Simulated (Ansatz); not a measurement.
# Si2H5 (doublet): the correlation ladder at distance Si1–H5 along a hydrogen transfer = 1.607 Å, cc-pVDZ

Aim: climb from Hartree-Fock through coupled cluster and multireference methods for Si2H5 (doublet) at one geometry and basis, and see what each rung misses.

The runs use Ansatz 0.2.0, Gaussian basis; cc-pVDZ, core rule «outside noble gas», up to 10 orbitals frozen.

Plan: UHF; CCSD(T) on ROHF; CCSD(T) on UHF; BCCD(T) on ROHF; CISD; CCSDT(Q) on ROHF; CCSDT(Q) on UHF; CASSCF and MRCISD+Q, 3 electrons in 3 orbitals; CASSCF and NEVPT2, 3 electrons in 3 orbitals.

### 1 The system

The geometry derives from fragments relaxed apart (PBE0/def2-TZVP) and kept rigid, so it is no stationary point. A hydrogen atom is moved between rigid fragments.

7 atoms, charge 0, spin multiplicity 2.

Atoms are counted from 1 here; the program's logs count them from 0.

Bond lengths: Si1–H2 1.485 Å, Si1–H3 1.485 Å, Si1–H4 1.485 Å, Si1–H5 1.607 Å, Si6–H7 1.532 Å. Angles: H2–Si1–H3 109.5°, H2–Si1–H4 109.5°, H2–Si1–H5 109.5°, H3–Si1–H4 109.5°, H3–Si1–H5 109.5°, H4–Si1–H5 109.5°.

As a file:

```xyz
7

Si   -1.8071    0.0244    0.0000
H    -2.3020    1.4241    0.0000
H    -2.3019   -0.6755    1.2122
H    -2.3020   -0.6755   -1.2122
H    -0.2001    0.0244    0.0000
Si    1.9769    0.0244    0.0000
H     2.3734   -1.4552    0.0000
```

### 2 UHF

in.yaml

```yaml
crystal:
  periodic: [false, false, false]
  atoms:
    - {symbol: Si, position_ang: [-1.807078, 0.024363, 0.000001]}
    - {symbol: H, position_ang: [-2.301950, 1.424071, 0.000001]}
    - {symbol: H, position_ang: [-2.301949, -0.675491, 1.212183]}
    - {symbol: H, position_ang: [-2.301950, -0.675491, -1.212182]}
    - {symbol: H, position_ang: [-0.200078, 0.024363, 0.000000]}
    - {symbol: Si, position_ang: [1.976922, 0.024363, -0.000001]}
    - {symbol: H, position_ang: [2.373356, -1.455151, -0.000001]}
basis:
  gaussian: {orbitals: cc-pVDZ}
magnetization: {spin_polarized: true, initial_magnetization: 1}
hamiltonian: {xc: hf}
output: {orbitals: {seedname: orbitals}}
```

Command:

```sh
$ ansatz run in.yaml --threads 1 --pin off --events-out ev --progress --plain --max-ram 4096MiB --backend cpu
```

Further steps of the session: CCSD(T) on ROHF; CCSD(T) on UHF; BCCD(T) on ROHF; CISD; CCSDT(Q) on ROHF; CCSDT(Q) on UHF; CASSCF and MRCISD+Q, 3 electrons in 3 orbitals; CASSCF and NEVPT2, 3 electrons in 3 orbitals.

Q: Predict the results of all the runs planned. Wanted: UCCSDT(Q) below the RHF energy; RMP2 from UCCSDT(Q); UMP2 from UCCSDT(Q); RCCSD from UCCSDT(Q); RCCSD(T) from UCCSDT(Q); UCCSD(T) from UCCSDT(Q); RCCSDT(Q) from UCCSDT(Q); NEVPT2 pair from UCCSDT(Q); T1 diagnostic.

As calculated:

```
                         quantity                                                   value
   UCCSDT(Q) below the RHF energy                                              -6.8449 eV
              RMP2 from UCCSDT(Q)                                           +157.6 kJ/mol
              UMP2 from UCCSDT(Q)                                           +159.3 kJ/mol
             RCCSD from UCCSDT(Q)                                            +17.3 kJ/mol
          RCCSD(T) from UCCSDT(Q)                                             +3.8 kJ/mol
          UCCSD(T) from UCCSDT(Q)                                             +3.8 kJ/mol
         RCCSDT(Q) from UCCSDT(Q)                                              0.0 kJ/mol
       NEVPT2 pair from UCCSDT(Q)                                           +154.7 kJ/mol
levels within 1 kcal/mol (43 meV)  RCCSD(T), UCCSD(T), BCCD(T), RCCSDT, UCCSDT, RCCSDT(Q)
                    T1 diagnostic                                                   0.016
```

**Reading.** RCCSD(T) lands +3.8 kJ/mol from the yardstick (0.6 % of the correlation energy). These misses are within one basis, not against nature; the frozen cores of restricted and unrestricted runs differ, which can shift their rows.
